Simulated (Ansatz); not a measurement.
Results of PBE in Ansatz (plane waves, PAW) for cuprite Ag₂O.

Numerical settings: plane-wave cutoff 520 eV, 8×8×8 k mesh, Fermi–Dirac smearing 0.01 eV, no spin polarisation, scalar-relativistic PAW data made under PBE.

Energies at three volumes about the minimum:

```json
[
 {"V (Å³/atom)": "18.198", "E − E_lowest (meV/atom)": "1.73"},
 {"V (Å³/atom)": "18.569", "E − E_lowest (meV/atom)": "0.00"},
 {"V (Å³/atom)": "18.940", "E − E_lowest (meV/atom)": "1.53"}
]
```

Question: Fit a parabola by hand: where is the minimum, what lattice constant follows, and what is the bulk modulus?

Answer: Slopes: (0.00 − 1.73)/(18.569 − 18.198) = -4.663 and (1.53 − 0.00)/(18.940 − 18.569) = 4.124 meV/Å³. Curvature E″ = 2 × (4.124 − (-4.663))/(18.940 − 18.198) = 23.685 meV/Å⁶. From the middle of the first interval, the slope vanishes at V0 = 18.3835 − (-4.663)/23.685 = 18.580 Å³/atom. B = V0 E″ = 18.580 × 23.685 meV/Å³ × 0.1602 GPa per meV/Å³ = 70.5 GPa. With 6 atoms in the cube, a = (6 × 18.580)^(1/3) = 4.813 Å. The full Birch–Murnaghan fit to all volumes gives V0 = 18.572 Å³/atom and B0 = 70.2 GPa.

Measured, for comparison: lattice constant a 4.745 Å (15 K, no zero-point or thermal correction; as tabulated in Gupta et al. (2014), arXiv:1311.4701).

Note: this level leaves the solid without a gap, although one is measured.

Ansatz is a first-principles code.
